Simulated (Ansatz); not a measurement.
`BO` and `CBO` differ in one atom or group.

Ansatz, PBE0-D4/def2-TZVP geometries, multiplicity 1. Each molecule was computed in one conformer, which needn't be the lowest.

| property | `BO` |
| --- | --- |
| LUMO energy (B3LYP/def2-TZVPP) / eV | -0.69 |
| HOMO energy (B3LYP/def2-TZVPP) / eV | -8.68 |
| HOMO–LUMO gap (ωB97M-V/def2-TZVPP) / eV | 12.69 |
| size of the dipole moment (PBE/def2-TZVPP) / D | 1.59 |
| HOMO–LUMO gap (PBE0/def2-TZVPP) / eV | 8.44 |
| HOMO–LUMO gap (PBE/def2-TZVPP) / eV | 5.92 |

(1) Give the same properties after the change, and the shifts. (An estimate is asked.)

## Answers

(1) The calculation gave: 
```json
{"property": "LUMO energy (B3LYP/def2-TZVPP) / eV", "`CBO`": "-0.05", "shift": "0.64"}
{"property": "HOMO energy (B3LYP/def2-TZVPP) / eV", "`CBO`": "-8.38", "shift": "0.30"}
{"property": "HOMO–LUMO gap (ωB97M-V/def2-TZVPP) / eV", "`CBO`": "13.02", "shift": "0.33"}
{"property": "size of the dipole moment (PBE/def2-TZVPP) / D", "`CBO`": "0.99", "shift": "-0.60"}
{"property": "HOMO–LUMO gap (PBE0/def2-TZVPP) / eV", "`CBO`": "8.78", "shift": "0.34"}
{"property": "HOMO–LUMO gap (PBE/def2-TZVPP) / eV", "`CBO`": "6.29", "shift": "0.37"}
```

With PBE0 the HOMO rises by 0.29 eV and the LUMO rises by 0.63 eV, so the gap widens by about 0.34 eV. PBE moves the HOMO by 0.27 eV and ωB97M-V by 0.31 eV. The zero-point energy changes by 75.2 kJ/mol with +9 modes. Dipoles are sizes alone; their direction can turn.

B3LYP here is the variant with VWN-RPA as its local correlation; programs differ in this.
